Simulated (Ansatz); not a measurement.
Geometry optimisation, RKS PBE-D4/6-31G* (Ansatz).

The input (input.yaml):

```yaml
crystal:
  periodic: [false, false, false]
  atoms:
    - { symbol: Al, position_ang: [0.057272, -0.536046, -0.343038] }
    - { symbol: H, position_ang: [-0.026375, 0.151764, 2.33297] }
    - { symbol: H, position_ang: [1.429291, 0.27383, -0.437943] }
    - { symbol: H, position_ang: [-1.353773, -0.050113, -0.912915] }
    - { symbol: "N", position_ang: [0.076306, -2.189011, 0.532412] }
    - { symbol: H, position_ang: [-0.698994, -2.850509, 0.515266] }
    - { symbol: H, position_ang: [0.923752, -2.636289, 0.8795] }
    - { symbol: H, position_ang: [-0.039479, -0.509726, 2.056449] }
basis:
  gaussian: { orbitals: "6-31G*" }
hamiltonian:
  xc: pbe
  dispersion: d4
relax:
  f_tol: 0.03
  max_steps: 50
output:
  orbitals: {}
```

Run as:

```bash
$ ansatz run input.yaml --threads 1 --pin off --max-ram 2048MiB --backend cpu --events-out ev --progress --plain --runs-dir out
```

Problem. Where does it end, and by what steps?

Solution. It converged. The force dipped under the threshold on the way, but the program's further checks kept it going. After 15 steps the energy has fallen by 0.226 eV; H2 moved furthest, 1.14 Å.

| step | energy less start (eV) | largest force component (eV/Å) | accepted |
| --- | --- | --- | --- |
| 0 | 0.0000 | 1.626 | yes |
| 1 | -0.1529 | 0.692 | yes |
| 2 | -0.1940 | 0.345 | yes |
| 3 | -0.1978 | 0.251 | yes |
| 4 | -0.2031 | 0.140 | yes |
| 5 | -0.2038 | 0.416 | yes |
| 6 | -0.2096 | 0.016 | yes |
| 7 | -0.2115 | 0.044 | yes |
| 8 | -0.2125 | 0.293 | yes |
| 9 | -0.2152 | 0.121 | yes |
| 10 | -0.2182 | 0.013 | yes |
| 11 | -0.2217 | 0.177 | yes |
| 12 | -0.2227 | 0.177 | yes |
| 13 | -0.2242 | 0.119 | yes |
| 14 | -0.2252 | 0.009 | yes |
| 15 | -0.2258 | 0.029 | yes |

```xyz
8
Properties=species:S:1:pos:R:3
Al 0.120 -0.682 -0.860
H -0.181 -0.195 3.409
H 1.543 -0.071 -1.265
H -1.285 -0.279 -1.511
N 0.101 -1.922 0.434
H -0.736 -2.399 0.771
H 0.930 -2.275 0.912
H -0.125 -0.521 2.731
```

Whether the end is a true minimum wasn't checked by a vibrational analysis.

The run took 18 s on 1 thread of Arm Neoverse V2, on a shared host, peak memory 0.1 GiB.
